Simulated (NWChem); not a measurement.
System meant: C₃H₇Cl; SMILES C(CC)Cl

Input file for NWChem:

```
start job
memory heap 200 mb stack 900 mb global 1100 mb
geometry units angstroms noautoz
  C     -0.790821    -1.749335     0.142086
  C      0.510567    -1.147553    -0.360846
  C      0.893354     0.158830     0.303890
  Cl    -0.295859     1.463295    -0.020850
  H     -0.741161    -1.967507     1.221125
  H     -1.020912    -2.690102    -0.379535
  H     -1.629248    -1.055917    -0.020928
  H      0.461419    -0.988387    -1.450955
  H      1.345484    -1.850507    -0.189361
  H      0.950452     0.054851     1.397497
  H      1.862200     0.526322    -0.060731
end
basis spherical
  * library def2-svp
end
dft
  xc pbe0
  iterations 4
  mulliken
end
task dft energy
```

End of the output:

```
    Atom       Charge   Shell Charges
 -----------   ------   -------------------------------------------------------
    1 C    6     6.08   1.96  0.57  0.31  1.89  1.27  0.07
    2 C    6     6.07   1.96  0.59  0.30  1.92  1.21  0.09
    3 C    6     6.08   1.96  0.62  0.33  1.84  1.24  0.10
    4 Cl  17    16.98   2.00  1.96  1.04  0.79  5.82  2.27  3.07  0.03
    5 H    1     0.97   0.64  0.27  0.07
    6 H    1     0.97   0.64  0.26  0.07
    7 H    1     0.97   0.64  0.27  0.07
    8 H    1     0.97   0.64  0.26  0.07
    9 H    1     0.96   0.64  0.26  0.07
   10 H    1     0.97   0.65  0.26  0.07
   11 H    1     0.97   0.65  0.25  0.07

 center of mass
 --------------
 x =  -0.03757105 y =   0.22722523 z =  -0.01413940

 moments of inertia (a.u.)
 ------------------
         543.096062230824          -0.000000000000           0.000000000000
          -0.000000000000         152.219776536164           0.000000000000
           0.000000000000           0.000000000000         633.398190522470

     Multipole analysis of the density
     ---------------------------------

     L   x y z        total         alpha         beta         nuclear
     -   - - -        -----         -----         ----         -------
     0   0 0 0     -0.000000    -21.000000    -21.000000     42.000000

     1   1 0 0      0.462272      0.231136      0.231136     -0.000000
     1   0 1 0     -0.596385     -0.298193     -0.298193      0.000000
     1   0 0 1      0.106612      0.053306      0.053306     -0.000000

     2   2 0 0    -23.538917    -51.445746    -51.445746     79.352575
     2   1 1 0      0.114924     -3.641001     -3.641001      7.396926
     2   1 0 1      0.304333      0.348338      0.348338     -0.392344
     2   0 2 0    -25.498773   -155.144374   -155.144374    284.789975
     2   0 1 1      0.059973     -0.404529     -0.404529      0.869031
     2   0 0 2    -24.127853    -24.852755    -24.852755     25.577657

 ------------------------------------------------------------------------
 dft energy failed                                                                                  0
 ------------------------------------------------------------------------
 ------------------------------------------------------------------------
  current input line :
    24: task dft energy
 ------------------------------------------------------------------------
 ------------------------------------------------------------------------
 This type of error is most commonly associated with calculations not reaching convergence criteria
 ------------------------------------------------------------------------
 For more information see the NWChem manual at https://nwchemgit.github.io

0:dft energy failed:Received an Error in Communication
```

**Question.** Can this run be used? If not, why, and what is the fix?

**Answer.** The run did not converge; its last values are not results. Cause: the SCF was allowed too few iterations. This input runs:
```
start job
memory heap 200 mb stack 900 mb global 1100 mb
geometry units angstroms noautoz
  C     -0.790821    -1.749335     0.142086
  C      0.510567    -1.147553    -0.360846
  C      0.893354     0.158830     0.303890
  Cl    -0.295859     1.463295    -0.020850
  H     -0.741161    -1.967507     1.221125
  H     -1.020912    -2.690102    -0.379535
  H     -1.629248    -1.055917    -0.020928
  H      0.461419    -0.988387    -1.450955
  H      1.345484    -1.850507    -0.189361
  H      0.950452     0.054851     1.397497
  H      1.862200     0.526322    -0.060731
end
basis spherical
  C library def2-svp
  Cl library def2-svp
  H library def2-svp
end
dft
  xc pbe0
  iterations 150
  mulliken
end
task dft energy
```
It converges to -578.20886 Ha (PBE0/def2-SVP).
